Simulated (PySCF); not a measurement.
# C6H8 (1,4-cyclohexadiene): the cost of one run

The runs use PySCF 2.14.0, with density-fitted response routines of our own; the level of theory stands in each step. All values are computed, except where a source is named. Atoms are numbered from 0 throughout.

## (1) The molecule as given

14 atoms, charge 0, multiplicity 1; geometry from: MMFF94s.

Bonds of the start (Å): C0–C1 1.34, C1–C2 1.50, C2–C3 1.50, C3–C4 1.34, C4–C5 1.50, C5–C0 1.50, C0–H6 1.09, C1–H7 1.09, C2–H8 1.10, C2–H9 1.10, C3–H10 1.09, C4–H11 1.09, C5–H12 1.10, C5–H13 1.10.

## (2) Optimising the geometry at PBE0-D3(BJ)/def2-SVP

Job settings and geometry (Å):

```
{"job": {"xc": "PBE0", "basis": "def2-SVP", "d3": "d3bj", "grid": 1, "kind": "geom"}, "charge": 0, "multiplicity": 1}
C     -0.310441     1.377636    -0.195184
C      0.982969     1.015896    -0.184606
C      1.440522    -0.402884     0.011782
C      0.310442    -1.377636     0.195183
C     -0.982969    -1.015896     0.184605
C     -1.440522     0.402884    -0.011781
H     -0.576687     2.420577    -0.341901
H      1.753803     1.768788    -0.322842
H      2.092942    -0.446685     0.891039
H      2.034266    -0.707610    -0.857284
H      0.576687    -2.420578     0.341900
H     -1.753802    -1.768788     0.322838
H     -2.034264     0.707610     0.857285
H     -2.092944     0.446686    -0.891036
```

Started as:

```
OMP_NUM_THREADS=1 python probes_run.py task.json out
```

The driver reads the jobs from task.json and runs them one after another.

Q: Estimate the wall time and peak memory of this first job on 1 thread of Arm Neoverse V1, shared host.

About 16 s, with a peak of 0.48 GiB.
